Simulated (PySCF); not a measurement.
Point groups of optimised structures. Computed, not measured: PBE0-D3(BJ)/def2-SVP geometry optimisation, gas phase in PySCF 2.14.0. The symmetry is that of the one conformer found, every atom within 0.08 Å of its image; none is proved a minimum here. The geometries of the anions come from a basis without diffuse functions.

**Question.** `S` (H2S): symmetry, top, dipole?

**Answer.** C2v; asymmetric top; symmetry number 2; 4 operations, which sort the 3 atoms into 2 sets; dipole 1.35 D, along b, the twofold axis.

**Question.** `[cH:1]1[cH:2][c:3]([CH:4]2[CH2:5][CH2:6]2)[cH:7][o:8]1` with C2–C3–C4–C5 36°: symmetry, top, dipole?

**Answer.** Cs; near-prolate asymmetric top; symmetry number 1; 2 operations, which sort the 16 atoms into 13 sets; dipole 0.87 D, in the ab plane, which is the mirror.

**Question.** `[CH3:1][C:2](=[C:3]=[O:4])[CH:5]([Cl:6])[Cl:7]` with C1–C2–C5–Cl6 -61°, H–C1–C2–C3 -1° (nearest H): symmetry, top, dipole?

**Answer.** Cs; asymmetric top; symmetry number 1; 2 operations, which sort the 11 atoms into 9 sets; dipole 1.04 D, in the ac plane, which is the mirror; A, B, C = 2216, 1187, 1012 MHz; heavy atoms equivalent by symmetry: Cl6/Cl7.

**Question.** What symmetry has `[CH3:1][S:2][S:3][CH3:4]` with C1–S2–S3–C4 87°, H–C1–S2–S3 59° (nearest H), H–C4–S3–S2 58° (nearest H)?

**Answer.** C2; near-prolate asymmetric top; symmetry number 2; 2 operations, which sort the 10 atoms into 5 sets; this conformer is chiral (no improper operation); dipole 2.08 D, along b, the twofold axis; A, B, C = 8162, 2760, 2547 MHz; heavy atoms equivalent by symmetry: C1/C4, S2/S3.

**Question.** Point group, rotor type and polarity of `[CH3:1][CH2:2][c:3]1[cH:4][cH:5][c:6]([S:7][CH3:8])[cH:9][cH:10]1` with C1–C2–C3–C4 96°, C5–C6–S7–C8 1°?

**Answer.** C1; near-prolate asymmetric top; symmetry number 1; this conformer is chiral (no improper operation); dipole 1.34 D; A, B, C = 3403, 538.8, 488.2 MHz.

**Question.** Point group, rotor type and polarity of `[CH:1]#[C:2][C:3](/[CH:4]=[CH:5]/[O-:6])=[CH:7]/[CH:8]=[CH:9]\[CH:10]=[O:11]` (charge -1) with C2–C3–C4–C5 0°, C3–C7–C8–C9 180°, C8–C9–C10–O11 180°?

**Answer.** Cs; near-prolate asymmetric top; symmetry number 1; 2 operations, which sort the 18 atoms into 18 sets; dipole about the centre of mass 3.03 D, in the ab plane, which is the mirror.
